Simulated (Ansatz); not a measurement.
A made-up structure of CH$_{2}$NSi, doublet:

N1  (-0.393, 0.425, -0.279)
C2  (1.434, -1.552, 1.018)
Si3  (0.402, -0.436, 0.286)
H4  (-1.057, 0.156, -0.993)
H5  (-0.386, 1.406, -0.032)
(Å)

It is relaxed with PBE-D4/def2-SVP and then PBE0-D4/def2-TZVP (Ansatz 0.2.0). Atoms count as bonded within 1.22 times the sum of their covalent radii (H–H: 0.88 Å). The end point is not checked to be a true minimum.

Does its bonding change? (A judgement: the text doesn't fix the answer.)

The calculation gives: No: no bond forms or breaks.

Where it ends: The first stage lowers the energy by 5.43 eV in 6 steps. It ends as CH₂NSi ([C][Si][NH2]):
```tsv
atom	x (Å)	y (Å)	z (Å)
N1	-0.4405	0.3951	-0.3358
C2	1.5423	-1.0462	1.2531
Si3	0.2426	-1.1296	-0.0337
H4	-1.1720	0.5330	-1.0145
H5	-0.1723	1.2477	0.1308
```

Labels in which every atom is bracketed show which atoms are joined, not bond orders.

For scale, one of the runs: PBE0-D4/def2-TZVP relaxation, 111 basis functions, launched by `ansatz run in.yaml --threads 2 --pin off --events-out ev --progress --plain --max-ram 4352MiB`. Hardware: 2 CPU threads of an Arm Neoverse V1, shared host. Wall time about 93 s.
